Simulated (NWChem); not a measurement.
# Correlation energy of CH$_{3}$O

```xyz
5

C     -0.6289     0.2385     0.1234
O      0.5894    -0.3303    -0.0831
H     -1.4662    -0.4429    -0.0412
H     -0.7529     1.3137    -0.0505
H      1.2772     0.3408     0.0161
```
Charge 0, spin multiplicity 2.

Everything below was run with NWChem. All single points use one geometry, from UB3LYP/def2-SVP, a minimum by its harmonic frequencies. It is one conformer; others weren't searched.

Basis set: cc-pVDZ. Each correlation energy counts from its own Hartree-Fock reference.

The correlated methods keep 2 core orbitals frozen. The structure started from a generated list of species. The stability of the SCF solutions was not checked. Open-shell Hartree-Fock references start from PBE0 orbitals. No row is a measurement; the coupled-cluster row has its own basis-set and correlation limits.

**Question.** One of these methods gave a correlation energy of -309.7 mHa. Which?
(A) CCSD[T] on UHF
(B) URI-MP2
(C) SCS-UMP2
(D) CCSD on UHF

**Answer.** B, URI-MP2. The others give -305.0 (SCS-UMP2), -333.4 (CCSD on UHF), -341.3 (CCSD[T] on UHF).
